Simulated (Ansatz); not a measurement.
in.yaml

```yaml
crystal:
  periodic: [false, false, false]
  atoms:
    - {symbol: Ge, position_ang: [-0.041790, 0.000000, 0.000000]}
    - {symbol: H, position_ang: [-0.553240, 1.446599, 0.000000]}
    - {symbol: H, position_ang: [-0.553240, -0.723300, 1.252791]}
    - {symbol: H, position_ang: [-0.553240, -0.723299, -1.252792]}
    - {symbol: H, position_ang: [1.775210, 0.000000, 0.000000]}
    - {symbol: H, position_ang: [2.896210, 0.000000, 0.000000]}
basis:
  gaussian: {orbitals: cc-pVDZ}
magnetization: {spin_polarized: false, initial_magnetization: 1}
correlation: {method: ccsdt_q, electrons: outside_noble_gas}
```

```sh
$ ansatz run in.yaml --threads 1 --pin off --events-out ev --progress --plain --max-ram 2393MiB
```

(1) Roughly how long does this take on 1 thread of Arm Neoverse V1, shared host, and how much host memory?

```
1005 factors; integrals over basis functions are off by at most 2.3e-7 eV
mean field evaluation 1: about -56547.6698 eV, gradient 8.9e0 eV
mean field evaluation 2: about -56547.6839 eV, gradient 8.9e0 eV
mean field evaluation 4: about -56548.2744 eV, gradient 9.4e-1 eV
mean field evaluation 8: about -56548.3106 eV, gradient 8.7e-2 eV
mean field evaluation 16: about -56548.2565 eV, gradient 9.3e-1 eV
mean field -56548.31076455 eV, -2078.1120907755 hartree, gradient 1.2e-6 eV, S^2 0.750000; 0 other end points of the search recorded, 0 dependent functions left out
mean field evaluation 32: about -56548.5658 eV, gradient 1.4e-4 eV
14 core orbitals not correlated: weight in the atoms' cores, before any rotation towards them, 0.999 or more for the frozen orbitals, at most 0.000 for the correlated occupied ones
reference -56548.31076455 eV, -2078.1120907755 hartree; 5, 4 occupied and 33, 34 virtual orbitals, 1005 factors
second order -3.40855101 eV of doubles, -0.11245848 eV of singles
cycle   1  -4.18737898 eV  change   -6.6e-1 eV  update   6.9e-2
cycle   2  -4.54679901 eV  change   -3.6e-1 eV  update   3.2e-2
cycle   3  -4.57166375 eV  change   -2.5e-2 eV  update   1.2e-2
cycle   4  -4.58034780 eV  change   -8.7e-3 eV  update   7.0e-3
cycle   5  -4.57963913 eV  change    7.1e-4 eV  update   2.5e-3
cycle   6  -4.57928150 eV  change    3.6e-4 eV  update   9.0e-4
cycle   7  -4.57994283 eV  change   -6.6e-4 eV  update   3.0e-4
cycle   8  -4.58005703 eV  change   -1.1e-4 eV  update   8.3e-5
cycle   9  -4.58001197 eV  change    4.5e-5 eV  update   3.1e-5
cycle  10  -4.58000334 eV  change    8.6e-6 eV  update   1.0e-5
cycle  11  -4.58000377 eV  change   -4.3e-7 eV  update   4.5e-6
cycle  12  -4.58000348 eV  change    3.0e-7 eV  update   2.0e-6
cycle  13  -4.58000474 eV  change   -1.3e-6 eV  update   8.3e-7
cycle  14  -4.58000437 eV  change    3.7e-7 eV  update   3.4e-7
perturbative correction -0.00246241 eV, -0.0000904920 hartree
Total energy: -56552.89323133 eV, -2078.2804933236 hartree
```

## Answers

(1) 19 s wall and 0.33 GiB.
